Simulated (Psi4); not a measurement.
# SiPH4 (SMILES [SiH2]P): UCCSD(T)/6-31+G(d,p) (spherical functions, sweep point 5)

What is the vertical electron affinity of SiPH4 at UCCSD(T)/6-31+G** (spherical functions, sweep point 5)? 

The results are computed with Psi4 1.11.

### Step 1. The structure to begin with

SiPH4 has 6 atoms, charge 0, and is taken as a doublet. As SMILES, `[SiH2]P`. Geometry: relaxed at GFN2-xTB. This is one conformer, not always the lowest.

Bond lengths: Si1–P2 2.220 Å, Si1–H3 1.467 Å, Si1–H4 1.466 Å, P2–H5 1.384 Å, P2–H6 1.384 Å. Angles: Si1–P2–H5 96.4°, Si1–P2–H6 96.4°, P2–Si1–H3 109.7°, P2–Si1–H4 109.7°, H5–P2–H6 92.6°, H3–Si1–H4 109.1°.

### Step 2. A single-point energy at UCCSD(T)/6-31+G(d,p) (spherical functions, sweep point 5)

File input.dat:

```
memory 1.6 GB

molecule mol {
  0 2
  Si     0.127020    -0.986120    -0.104660
  P     -0.338670     1.170000     0.142220
  H     -0.300620    -1.724700     1.087920
  H     -0.579260    -1.514310    -1.276300
  H      0.434680     1.617150    -0.915300
  H      0.656850     1.437980     1.066130
  symmetry c1
}

set {
  basis           6-31+G**
  reference       uhf
  puream          true
  scf_type        pk
  num_frozen_docc 10
  maxiter         150
}

result, w = energy("ccsd(t)", return_wfn=True)
```

Started as:

```sh
$ psi4 -i input.dat -o output.dat -n 1
```

output.dat, cut to the lines that bear on the results:

```text
[...]
  Running in c1 symmetry.
[...]
  Nuclear repulsion =   83.322954502856035
[...]
  Multiplicity = 2
[...]
  Nalpha       = 17
  Nbeta        = 16
[...]
    Number of basis functions: 64
[...]
   @UHF iter   1:  -631.87966343790413   -4.90437e-01   2.71009e-03 ADIIS/DIIS
[...]
   @UHF iter  14:  -631.92427067118615   -3.41061e-12   4.49473e-09 DIIS
[...]
   @S^2 Observed:                7.567109902E-01
[...]
    Orbital Energies [Eh]
    ---------------------
    Alpha Occupied:
       1A    -79.923009     2A    -68.772079     3A     -7.482896
       4A     -6.137393     5A     -5.376613     6A     -5.376182
       7A     -5.375101     8A     -4.248603     9A     -4.239406
      10A     -4.239310    11A     -0.875467    12A     -0.704568
      13A     -0.546110    14A     -0.489517    15A     -0.463513
      16A     -0.416031    17A     -0.310944
    Alpha Virtual:
      18A      0.061259    19A      0.066354    20A      0.086526
      21A      0.091324    22A      0.100078    23A      0.111437
      24A      0.120677    25A      0.149542    26A      0.158873
[...]
  @UHF Final Energy:  -631.92427067118615
   => Energetics <=
    Nuclear Repulsion Energy =             83.3229545028560352
    One-Electron Energy =               -1041.0061034023619868
    Two-Electron Energy =                 325.7588782283197588
    Total Energy =                       -631.9242706711861501
  UHF NO Occupations:
  HONO-2 :   15  A 1.9993644
  HONO-1 :   16  A 1.9975706
[...]
 Multipole Moments:
 ------------------------------------------------------------------------------------
     Multipole            Electronic (a.u.)      Nuclear  (a.u.)        Total (a.u.)
 ------------------------------------------------------------------------------------
 L = 1.  Multiply by 2.5417464519 to convert [e a0] to [Debye]
 Dipole X            :         -0.4137200            0.8171773            0.4034573
 Dipole Y            :          1.5735443           -1.6536475           -0.0801032
 Dipole Z            :          0.1803945           -0.2334974           -0.0531029
 Magnitude           :                                                    0.4147460
[...]
      * MP2 total energy                      = -632.120478417813047
[...]
      * CCSD total energy                     = -632.160137848109571
[...]
      * CCSD(T) total energy                     = -632.166562652035623
[...]
```

Wall time 14 s (1 thread of Intel Xeon Platinum 8488C (Sapphire Rapids), shared host); peak memory 0.3 GiB.

### Step 3. The singlet anion, same level

File calc.dat:

```
memory 1600 mb

molecule {
  -1 1
  Si     0.127020    -0.986120    -0.104660
  P     -0.338670     1.170000     0.142220
  H     -0.300620    -1.724700     1.087920
  H     -0.579260    -1.514310    -1.276300
  H      0.434680     1.617150    -0.915300
  H      0.656850     1.437980     1.066130
  symmetry c1
}

set basis 6-31+G**
set reference rhf
set puream true
set scf_type pk
set num_frozen_docc 10

e = energy("ccsd(t)")
```

Started as:

```sh
$ psi4 calc.dat calc.out -n 1
```

calc.out, cut to the lines that bear on the results:

```text
[...]
  Running in c1 symmetry.
[...]
  Nuclear repulsion =   83.322954502856035
[...]
  Multiplicity = 1
[...]
  Nalpha       = 17
  Nbeta        = 17
[...]
    Number of basis functions: 64
[...]
   @RHF iter   1:  -631.84392041798958   -4.54694e-01   3.97229e-03 DIIS/ADIIS
[...]
   @RHF iter  12:  -631.92077562455495   -2.72848e-12   3.96697e-09 DIIS
[...]
    Orbital Energies [Eh]
    ---------------------
    Doubly Occupied:
       1A    -79.737272     2A    -68.526179     3A     -7.297041
       4A     -5.890276     5A     -5.191238     6A     -5.190382
       7A     -5.189086     8A     -3.995152     9A     -3.994822
      10A     -3.993584    11A     -0.683720    12A     -0.472956
      13A     -0.363799    14A     -0.278091    15A     -0.269877
      16A     -0.204495    17A     -0.032350
[...]
  @RHF Final Energy:  -631.92077562455495
   => Energetics <=
    Nuclear Repulsion Energy =             83.3229545028560352
    One-Electron Energy =               -1047.8668180465283513
    Two-Electron Energy =                 332.6230879191173244
    Total Energy =                       -631.9207756245549490
[...]
 Multipole Moments:
 ------------------------------------------------------------------------------------
     Multipole            Electronic (a.u.)      Nuclear  (a.u.)        Total (a.u.)
 ------------------------------------------------------------------------------------
 L = 1.  Multiply by 2.5417464519 to convert [e a0] to [Debye]
 Dipole X            :         -1.4141747            0.8171773           -0.5969975
 Dipole Y            :          3.0096736           -1.6536475            1.3560261
 Dipole Z            :          0.4266924           -0.2334974            0.1931951
 Magnitude           :                                                    1.4941677
[...]
      * MP2 total energy                      = -632.138969686083101
[...]
      * CCSD total energy                     = -632.179386447760976
[...]
      * CCSD(T) total energy                  = -632.186828003334199
[...]
```

It took 8.1 s on 1 thread of Intel Xeon Platinum 8488C (Sapphire Rapids), shared host; peak memory 0.29 GiB.

### Step 4. Summary of results

At UCCSD(T)/6-31+G** (spherical functions, sweep point 5), 10 core orbitals frozen:

| quantity | value |
| --- | --- |
| doublet SiPH4: total energy | -632.16656 Eh |
| doublet SiPH4: HOMO energy (Hartree–Fock orbitals) (highest over α and β) | -8.46 eV |
| doublet SiPH4: LUMO energy (Hartree–Fock orbitals) (lowest over α and β) | 0.71 eV |
| doublet SiPH4: correlation energy (10 core orbitals frozen) | -242.3 mEh |
| doublet SiPH4: (T) correction | -6.42 mEh |
| doublet SiPH4: ⟨S²⟩ of the reference determinant | 0.757 |
| doublet SiPH4: T1 diagnostic | 0.021 |
| singlet anion: total energy | -632.18683 Eh |
| singlet anion: HOMO energy (Hartree–Fock orbitals) | -0.88 eV |
| singlet anion: LUMO energy (Hartree–Fock orbitals) | 5.11 eV |
| singlet anion: HOMO–LUMO gap (to an unbound level, set by the basis) | 5.99 eV |
| singlet anion: correlation energy (10 core orbitals frozen) | -266.1 mEh |
| singlet anion: (T) correction | -7.44 mEh |
| singlet anion: T1 diagnostic | 0.012 |
| vertical electron affinity (to the singlet anion) | 0.551 eV |

What this shows: At fixed nuclei the extra electron is bound by 0.55 eV (53.2 kJ/mol). The triples (doublet SiPH4) make up 2.7 % of the correlation energy. The triples (singlet anion) make up 2.8 % of the correlation energy.
